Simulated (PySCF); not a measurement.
CH2ClF.
InChI=1S/CH2ClF/c2-1-3/h1H2

Method used: PySCF, PBE0-D3(BJ)/def2-SVP geometry optimisation, gas phase.

Take the most abundant isotopes and a rigid rotor. 

**Question.** Give the principal moments of inertia and the rotational constants in GHz.

**Answer.** Ia = 11.79, Ib = 88.92, Ic = 97.38 u·Å²; 505379 MHz·u·Å²/I gives 42883, 5683 and 5190 MHz, that is A = 42.883, B = 5.6834, C = 5.1896 GHz.

**Question.** What kind of rotor is it?

**Answer.** A near-prolate asymmetric top. Ray's parameter κ = (2B − A − C)/(A − C) = -0.974; −1 is the prolate and +1 the oblate limit.

**Question.** Is it planar, by Δ = Ic − Ia − Ib?

**Answer.** Not planar: Δ = Ic − Ia − Ib = -3.32 u·Å². For a rigid frame Δ = −2 Σ m c², so Σ m c² = 1.66 u·Å² lies off the ab plane, practically all of it from hydrogen. The atom farthest from that plane is 0.91 Å away.

**Question.** Give the coordinates in the principal-axis frame, origin at the centre of mass.

**Answer.** The sense of each axis is arbitrary; atoms in the order of the calculation.
```json
{"atom": "F1", "mass (u)": "18.998", "a (Å)": "-1.515", "b (Å)": "0.333", "c (Å)": "0.000"}
{"atom": "C2", "mass (u)": "12.000", "a (Å)": "-0.566", "b (Å)": "-0.618", "c (Å)": "0.000"}
{"atom": "Cl3", "mass (u)": "34.969", "a (Å)": "1.055", "b (Å)": "0.102", "c (Å)": "0.000"}
{"atom": "H4", "mass (u)": "1.008", "a (Å)": "-0.654", "b (Å)": "-1.232", "c (Å)": "0.908"}
{"atom": "H5", "mass (u)": "1.008", "a (Å)": "-0.654", "b (Å)": "-1.232", "c (Å)": "-0.908"}
```

**Question.** Which lines would a microwave search look for?

**Answer.** The dipole components are |μa| = 0.40 D, |μb| = 1.77 D, |μc| = 0.00 D; the mirror of this Cs structure is the ab plane, so μc vanishes by symmetry and there are no c-type lines. The squared components, which scale the intensities, stand as 0.05 : 1.00 (a : b). Some lines, for components of 0.1 D or more:

```
type  branch         J(Ka,Kc)     MHz  lower level (cm⁻¹)
   a       Q  1(1,0) ← 1(1,1)     494               1.604
   a       Q  3(1,2) ← 3(1,3)    2963               3.376
   b       R  4(0,4) ← 3(1,3)    7457               3.376
   a       R  2(0,2) ← 1(0,1)   21741               0.363
   a       R  3(2,2) ← 2(2,1)   32619               6.084
   a       R  3(1,2) ← 2(1,1)   33357               2.362
   b       Q  3(1,2) ← 3(0,3)   38949               2.175
   a       R  4(1,4) ← 3(1,3)   42495               3.376
   a       R  4(0,4) ← 3(0,3)   43443               2.175
   b       R  2(1,2) ← 1(0,1)   58452               0.363
   b       Q  4(2,2) ← 4(1,3)  109952               4.958
   b       Q  3(2,1) ← 3(1,2)  110885               3.474
   b       Q  4(2,3) ← 4(1,4)  114816               4.793
   b       R  2(2,1) ← 1(1,0)  133838               1.620
   b       R  2(2,0) ← 1(1,1)  134336               1.604
   b       R  3(2,2) ← 2(1,1)  144217               2.362
   b       R  3(3,1) ← 2(2,0)  219848               6.084
   b       R  3(3,0) ← 2(2,1)  219853               6.084
   b       R  4(3,1) ← 3(2,2)  230736               7.172
   b       Q  4(4,0) ← 4(3,1)  262114              14.869
```

**Question.** Estimate the classical rotational partition function at 200 K, 298.15 K and 500 K.

**Answer.** Point group Cs, symmetry number σ = 1; q = (√π/σ)·√((kT/h)³/(ABC)), k/h = 20836.6 MHz/K: 13400 at 200 K, 24400 at 298.15 K, 53000 at 500 K.

Not checked by PBE0-D3(BJ)/def2-SVP frequencies. These are rigid-rotor constants of the computed structure; measured ground-state constants (B0) also hold zero-point vibration. Quadrupole hyperfine structure (35Cl) is left out.

Time: 6.6 s of wall time; peak memory 0.28 GiB. Hardware: an Arm Neoverse V1 with one thread, shared host with 32 logical CPUs at a one-minute load of 24. These figures are those of the optimisation.
